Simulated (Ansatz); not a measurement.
## SrCu₂Sb₂: a prediction, then the measurements

Method: DFT r2SCAN, scalar-relativistic, plane waves, PAW (Ansatz).

Settings: cutoff 500 eV, Γ-centred mesh 8×8×4 on the computed 10-atom cell, Gaussian smearing of 0.10 eV; no spin polarisation.

Relaxed structure, symmetry kept:

```cif
data_structure
_symmetry_space_group_name_H-M 'P4/nmm:1'
_symmetry_Int_Tables_number 129
_cell_length_a 4.5636
_cell_length_b 4.5636
_cell_length_c 10.7671
_cell_angle_alpha 90.000
_cell_angle_beta 90.000
_cell_angle_gamma 90.000
_cell_volume 224.24
loop_
_atom_site_label
_atom_site_type_symbol
_atom_site_symmetry_multiplicity
_atom_site_Wyckoff_symbol
_atom_site_fract_x
_atom_site_fract_y
_atom_site_fract_z
_atom_site_occupancy
Sr1 Sr 2 c 0.50000 0.00000 0.23718 1
Cu1 Cu 2 c 0.50000 0.00000 0.63235 1
Cu2 Cu 2 a 0.00000 0.00000 0.00000 1
Sb1 Sb 2 c 0.00000 0.50000 0.12921 1
Sb2 Sb 2 b 0.50000 0.50000 0.50000 1
```

| Item | Value |
| --- | --- |
| Space group | P4/nmm (No. 129) |
| Volume per atom | 22.42 Å³ |
| Formation energy from the elements' standard states (uncorrected) | -0.505 eV/atom |
| Generalised Kohn–Sham band gap | none (metal) |
| Density of states at the Fermi level | 3.31 states/eV per cell |
| Löwdin character within 0.5 eV of the Fermi level | Sb 5p 65 %, Cu 3d 18 %, unprojected 11 % |
| Bader charges (e) | Sr (2 in the cell) 1.42, Cu (2 in the cell) -0.19, Cu (2 in the cell) -0.07, Sb (2 in the cell) -0.79, Sb (2 in the cell) -0.37 |

Spin-orbit coupling is left out, which matters for the bands of heavy elements.

**The experiment to reproduce.**

From “Crystal Growth and Physical Properties of SrCu2As2, SrCu2Sb2 and BaCu2Sb2”, 2011, arxiv:1112.2722, for a powder of SrCu2Sb2 at 300 K: lattice constant a 4.5162 ± 0.0002 Å; lattice constant c 10.9008 ± 0.0005 Å.

Against the measured lattice constant a of SrCu2Sb2, 4.5162 Å (300 K; powder; the paper above), the calculated 4.564 Å is off by +1.0 %. Against the measured lattice constant c of SrCu2Sb2, 10.9008 Å (300 K; powder; the paper above), the calculated 10.767 Å is off by -1.2 %. The calculation is for 0 K without zero-point motion.

Cost: 1 run of about 20 core-minutes, on AMD EPYC (Zen 3) (shared hosts).